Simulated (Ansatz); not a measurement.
Saddle point of SiNH5, singlet (SiNH₅ ([NH2][SiH3]) → SiH₂ + NH₃ (still joined by a long Si–N bond); bonds formed: N2–H3; bonds broken: Si1–H3; bonds weakened to dative contacts: Si1–N2), PBE0-D4/def2-TZVP structure:

```
atom    x (Å)    y (Å)    z (Å)
 Si1  -0.5815  -0.1707   0.8281
  N2   0.4305  -0.0827  -0.7625
  H3  -0.6000  -0.9554  -0.5905
  H4  -1.3509   1.1036   0.6922
  H5   0.3289   0.0586   2.0014
  H6   0.5452   0.7459  -1.3365
  H7   1.2278  -0.6994  -0.8322
```

Energies are electronic, without zero-point energy. Barriers and step energies count from the start structure reached by relaxing down the imaginary mode; all methods use the PBE0-D4 structures, on which another method's saddle can fall below an end. Computed with Ansatz 0.2.0 (basis: def2-TZVPP, with def2-QZVPP for the basis limit); correlated methods freeze the cores. B3LYP uses VWN-RPA correlation. Extrapolation: Hartree–Fock as exp(−7.88 √X), correlation as X^−2.97.

```tsv
method	barrier (eV)	step energy (eV)
SPW92	2.635	1.388
PBE-D4	2.780	1.405
BLYP-D4	2.922	1.468
r2SCAN-D4	?	1.609
B97M-V	3.079	1.477
PBE0-D4	3.068	1.504
B3LYP-D4	3.147	1.553
r2SCAN0-D4	3.231	1.638
BHLYP-D4	3.485	1.668
CAM-B3LYP-D4	3.279	1.627
wB97X-V	3.310	1.637
wB97M-V	3.217	1.514
B2PLYP	3.237	1.618
PBE-QIDH	?	1.633
RPA on PBE	3.176	1.497
HF	?	1.791
MP2	3.312	1.685
CCSD	3.389	1.579
CCSD(T)	3.261	1.553
```

Fill in the withheld barriers. (To be estimated.)

By the calculation: HF 3.998; PBE-QIDH 3.303; r2SCAN-D4 3.041 eV. Each is the energy of the saddle less that of the start structure, by the same method.

For comparison, the barrier by CCSD(T) at an estimated basis limit (MP2 extrapolated from triple and quadruple zeta, plus CCSD(T) − MP2 in triple zeta) is 3.267 eV.

The T1 diagnostic stays at or below 0.014. The restricted Hartree–Fock reference is unstable towards an unrestricted one at one or more of these structures.

Losses and insertions of silylenes and their heavier kin drive the gas-phase chemistry of silicon and germanium vapour deposition.

Labels in which every atom is bracketed show which atoms are joined, not bond orders.

For scale, one of the runs: CCSD(T)/def2-TZVPP, 143 basis functions, launched by `ansatz run in.yaml --threads 2 --pin off --events-out ev --progress --plain --max-ram 4352MiB`. The run took 6.5 s on 2 CPU threads of an Arm Neoverse V2 (shared host), with 0.79 GiB of host memory at its peak.
